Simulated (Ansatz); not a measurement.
Spin states of Mg₂H₂, each relaxed with PBE-D4/def2-TZVP in Ansatz. Electronic energies in the gas phase.

HSE06 is defined as in plane-wave codes, on full-range PBE exchange. Correlated methods freeze 2 core orbitals; core or outer-core shells of Mg are correlated, in sets that lack core-valence functions. In the quintet geometry the species has come apart into loosely held pieces. The structure comes from a short search, and lower isomers may exist.

Singlet geometry (D∞h within 0.1 Å):

Cartesian coordinates in Å:
```
Mg -1.215 -0.694 -0.352
Mg 1.216 0.691 0.354
H -2.676 -1.524 -0.779
H 2.675 1.527 0.777
```

Triplet geometry (Cs within 0.1 Å):

| atom | x (Å) | y (Å) | z (Å) |
| --- | --- | --- | --- |
| Mg1 | -1.205 | -1.990 | 0.077 |
| Mg2 | -0.096 | 0.820 | -0.247 |
| H3 | 0.317 | -0.997 | 0.372 |
| H4 | 0.985 | 2.167 | -0.202 |

Quintet geometry (Cs within 0.1 Å):

```
atom   x (Å)   y (Å)   z (Å)
 Mg1   0.811  -0.090  -1.497
 Mg2   0.719   0.862   1.177
  H3  -3.349  -1.710   0.643
  H4   1.818   0.939  -0.323
```

⟨S²⟩: triplet 2.00 at PBE0-D4/def2-TZVP (pure 2.00), quintet 6.00 at PBE0-D4/def2-TZVP (pure 6.00).

Run but left out: GFN2-xTB (tight binding far off the other levels).

Only these spin states were relaxed. The quintet has fallen apart into loose fragments. The triplet has other bonds than the singlet, so the gap mixes isomer and spin. The quintet has other bonds than the singlet, so the gap mixes isomer and spin.

| level | triplet − singlet (kJ/mol) | quintet − singlet (kJ/mol) | lowest of these |
| --- | --- | --- | --- |
| HF/def2-TZVPP | 62.3 | 303.9 | singlet |
| PBE0-D4/def2-TZVP | 104.5 | 420.2 | singlet |
| r2SCAN0-D4/def2-TZVP | 90.4 | 406.9 | singlet |
| HSE06-D4/def2-TZVP | 104.5 | 419.4 | singlet |
| ωB97X-V/def2-TZVP | 134.7 | 475.2 | singlet |
| RPA@PBE/def2-TZVP | 108.8 | 418.7 | singlet |
| MP2/def2-TZVP | 104.1 | 402.3 | singlet |
| CCSD(T)/def2-TZVPP | 115.1 | 442.5 | singlet |
